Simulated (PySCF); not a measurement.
# Stationary points of AlF2

Method: PBE0/[Al def2-TZVP, F def2-TZVP], no relativity, density fitting, PySCF.

Relaxations began from a few typed shapes; open shells are unrestricted. The search is not exhaustive: other isomers or separated fragments can lie lower, and high-lying points may rest on an excited occupation.

(1) Which is the lowest minimum found?
A. doublet C2v: Al–F 1.647 Å (×2); F–Al–F 119.6°
B. doublet D∞h: Al–F 1.656 Å (×2); F–Al–F 180.0°

Answers

(1) A. The others lie at 62.6 (doublet D∞h, a saddle point) kJ/mol above it.
